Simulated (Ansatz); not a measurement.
# C4H7FO: basis-set convergence

The task here is to estimate one member of a computed series from the others.

The runs use Ansatz 0.2.0, Gaussian basis; one geometry, several basis sets.

The runs, in order: PBE0-D4/def2-SVP; ωB97M-V/def2-SVP; PBE0-D4/def2-QZVPP; ωB97M-V/def2-QZVPP; the functionals' def2-TZVPP values are taken from earlier runs.

## The geometry

An earlier PBE0-D4 in a triple-zeta def2 set relaxation fixed the geometry.

13 atoms, charge 0, spin multiplicity 1.

Atoms are counted from 1 here; the program's logs count them from 0.

Bond lengths: C1–C2 1.524 Å, C1–H7 1.092 Å, C1–H8 1.091 Å, C1–H9 1.092 Å, C2–C3 1.487 Å, C2–H10 1.093 Å, C2–H11 1.096 Å, C3–O4 1.355 Å, C3–C5 1.328 Å, O4–H12 0.964 Å, C5–F6 1.356 Å, C5–H13 1.079 Å. Angles: C2–C1–H7 110.6°, C2–C1–H8 110.9°, C2–C1–H9 110.8°, H7–C1–H8 108.2°, H7–C1–H9 108.2°, H8–C1–H9 108.0°, C1–C2–C3 112.9°, C1–C2–H10 110.5°, C1–C2–H11 109.6°, C3–C2–H10 108.5°, C3–C2–H11 108.2°, H10–C2–H11 106.9°, C2–C3–O4 114.1°, C2–C3–C5 123.4°, O4–C3–C5 122.5°, C3–O4–H12 108.5°, C3–C5–F6 119.5°, C3–C5–H13 126.2° and more.

Set-up of the first run:

in.yaml reads:

```yaml
crystal:
  periodic: [false, false, false]
  atoms:
    - {symbol: C, position_ang: [-0.665657, -1.224128, 1.072703]}
    - {symbol: C, position_ang: [0.516074, -0.699056, 0.265959]}
    - {symbol: C, position_ang: [0.156204, 0.451199, -0.604166]}
    - {symbol: O, position_ang: [-0.769812, 0.160635, -1.549894]}
    - {symbol: C, position_ang: [0.683140, 1.662382, -0.468867]}
    - {symbol: F, position_ang: [0.291354, 2.657491, -1.302023]}
    - {symbol: H, position_ang: [-0.369025, -2.086966, 1.672362]}
    - {symbol: H, position_ang: [-1.479907, -1.531090, 0.414824]}
    - {symbol: H, position_ang: [-1.047790, -0.454985, 1.747625]}
    - {symbol: H, position_ang: [1.326578, -0.390605, 0.930727]}
    - {symbol: H, position_ang: [0.912057, -1.498619, -0.370349]}
    - {symbol: H, position_ang: [-0.954286, 0.961236, -2.054243]}
    - {symbol: H, position_ang: [1.421571, 1.957705, 0.260041]}
basis:
  gaussian: {orbitals: def2-SVP}
hamiltonian: {xc: pbe0, dispersion: d4}
output: {orbitals: {seedname: orbitals}}
```

Steps of the session up to this table: PBE0-D4 in def2-SVP; ωB97M-V in def2-SVP; PBE0-D4 in def2-QZVPP; ωB97M-V in def2-QZVPP.

One of the session's tables, all rows but one given; the rest of the session is left out.

It belongs to the step «Density functionals: the series». 

```
functional       basis  HOMO (eV)  LUMO (eV)
   PBE0-D4    def2-SVP          ?          ?
   PBE0-D4  def2-TZVPP      -6.49       0.92
   PBE0-D4  def2-QZVPP      -6.53       0.58
   ωB97M-V    def2-SVP      -8.58       3.25
   ωB97M-V  def2-TZVPP      -8.75       2.52
   ωB97M-V  def2-QZVPP      -8.79       1.81
```

**Question.** Estimate the row for PBE0-D4, def2-SVP.

**Answer.** HOMO (eV): -6.34; LUMO (eV): 1.21. In the column «HOMO (eV)» it is the highest.
